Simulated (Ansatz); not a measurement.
CH$_{4}$FNS, SMILES `NC(F)S`, relaxed with RKS PBE-D4/def2-SVP in the Gaussian-basis code of Ansatz from a rough embedded geometry. The force threshold is 0.03 eV/Å; the program also tests the step.

Total charge 0; spin multiplicity 1.

Start:

```xyz
8

N     0.776    0.326   -0.924
C    -0.310    0.270   -0.063
F    -0.130    1.274    0.804
S    -0.341   -1.194    0.841
H     1.654    0.340   -0.350
H     0.862   -0.622   -1.421
H    -1.262    0.436   -0.609
H    -1.248   -0.829    1.722
```

```csv
step,energy (eV),largest force (eV/Å),largest move (Å)
1,-16125.9218,3.397,0.000
2,-16126.3114,1.433,0.132
3,-16126.4063,0.702,0.138
4,-16126.4284,0.357,0.147
5,-16126.4484,0.192,0.068
6,-16126.4506,0.246,0.180
7,-16126.4575,0.073,0.055
8,-16126.4584,0.022,0.027
```

End:

```xyz
8

N     0.884    0.306   -0.862
C    -0.262    0.285   -0.036
F    -0.305    1.412    0.763
S    -0.286   -1.216    1.076
H     1.743    0.030   -0.370
H     0.772   -0.247   -1.715
H    -1.175    0.275   -0.667
H    -1.371   -0.845    1.812
```

It took 10 s on 2 threads of an Arm Neoverse V2 on a shared host, with 0.14 GiB of host memory at the peak.
